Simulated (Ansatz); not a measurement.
Geometry optimisation of C₃H₃NO (`C=C(O)C#N`).

```yaml
crystal:
  periodic: [false, false, false]
  atoms:
    - {symbol: C, position_ang: [0.435894, 0.330733, 1.162445]}
    - {symbol: C, position_ang: [-0.001908, -0.190850, -0.007022]}
    - {symbol: O, position_ang: [-0.162807, -1.533595, -0.190417]}
    - {symbol: C, position_ang: [-0.326417, 0.655423, -1.128259]}
    - {symbol: N, position_ang: [-0.604818, 1.298710, -2.070686]}
    - {symbol: H, position_ang: [0.550670, 1.415470, 1.272609]}
    - {symbol: H, position_ang: [0.676167, -0.333498, 2.004385]}
    - {symbol: H, position_ang: [-0.474781, -1.699492, -1.098854]}
basis:
  gaussian: {orbitals: def2-TZVP}
hamiltonian: {xc: pbe0, dispersion: d4}
relax: {f_tol: 0.005, max_steps: 150}
```

```sh
$ ansatz run in.yaml --threads 4 --pin off --events-out ev --progress --plain
```

Output, abridged:

```
Functional definition: PBE0
mean field -6690.19621963 eV, -245.8601762934 hartree, gradient 2.4e-5 eV, S^2 0.000000; 0 other end points of the search recorded, 0 dependent functions left out
relax step   1: F+E_penalty+E_count = -6690.31053299 eV  Δ(F+E_penalty+E_count) = +0.000e0 eV  max|allowed force component| = 2.068e0 eV/Å  Δτ_max = 0.0000 Å  (29 SCF iters, accepted)
mean field -6690.25895787 eV, -245.8624818815 hartree, gradient 1.6e-5 eV, S^2 0.000000; 0 other end points of the search recorded, 0 dependent functions left out
relax step   2: F+E_penalty+E_count = -6690.37403337 eV  Δ(F+E_penalty+E_count) = -6.350e-2 eV  max|allowed force component| = 2.517e-1 eV/Å  Δτ_max = 0.0307 Å  (33 SCF iters, accepted)
mean field -6690.26126861 eV, -245.8625667993 hartree, gradient 1.6e-5 eV, S^2 0.000000; 0 other end points of the search recorded, 0 dependent functions left out
relax step   3: F+E_penalty+E_count = -6690.37647207 eV  Δ(F+E_penalty+E_count) = -2.439e-3 eV  max|allowed force component| = 6.112e-2 eV/Å  Δτ_max = 0.0065 Å  (35 SCF iters, accepted)
mean field -6690.26142139 eV, -245.8625724140 hartree, gradient 1.6e-5 eV, S^2 0.000000; 0 other end points of the search recorded, 0 dependent functions left out
relax step   4: F+E_penalty+E_count = -6690.37661446 eV  Δ(F+E_penalty+E_count) = -1.424e-4 eV  max|allowed force component| = 2.447e-2 eV/Å  Δτ_max = 0.0048 Å  (35 SCF iters, accepted)
mean field -6690.26143512 eV, -245.8625729187 hartree, gradient 1.6e-5 eV, S^2 0.000000; 0 other end points of the search recorded, 0 dependent functions left out
relax step   5: F+E_penalty+E_count = -6690.37662821 eV  Δ(F+E_penalty+E_count) = -1.375e-5 eV  max|allowed force component| = 4.125e-3 eV/Å  Δτ_max = 0.0013 Å  (35 SCF iters, accepted)
mean field -6690.26143512 eV, -245.8625729187 hartree, gradient 1.6e-5 eV, S^2 0.000000; 1 other end points of the search recorded, 0 dependent functions left out
Total energy: -6690.37665263 eV, -245.8668070840 hartree
Atom 0 at     0.430024     0.325417     1.148297 Å, force    -0.000062    -0.001176     0.000051 eV/Å
Atom 1 at     0.000727    -0.184042    -0.002047 Å, force    -0.000556    -0.000672    -0.002485 eV/Å
Atom 2 at    -0.157703    -1.516629    -0.192790 Å, force    -0.000045    -0.001912    -0.000030 eV/Å
Atom 3 at    -0.322541     0.654836    -1.118026 Å, force     0.001403     0.003498     0.004125 eV/Å
Atom 4 at    -0.595436     1.283059    -2.043876 Å, force    -0.000236     0.000367    -0.000903 eV/Å
Atom 5 at     0.541884     1.393452     1.257378 Å, force     0.000580     0.001498     0.001238 eV/Å
Atom 6 at     0.669184    -0.324601     1.979499 Å, force    -0.001057     0.001698    -0.002913 eV/Å
Atom 7 at    -0.474141    -1.688592    -1.084235 Å, force    -0.000027    -0.003301     0.000918 eV/Å
Dipole moment:     0.084670    -0.308992     0.309904 e Å
```

Hardware: 4 threads of a server CPU on a shared host. Wall time 11 s, peak host memory 0.36 GiB.
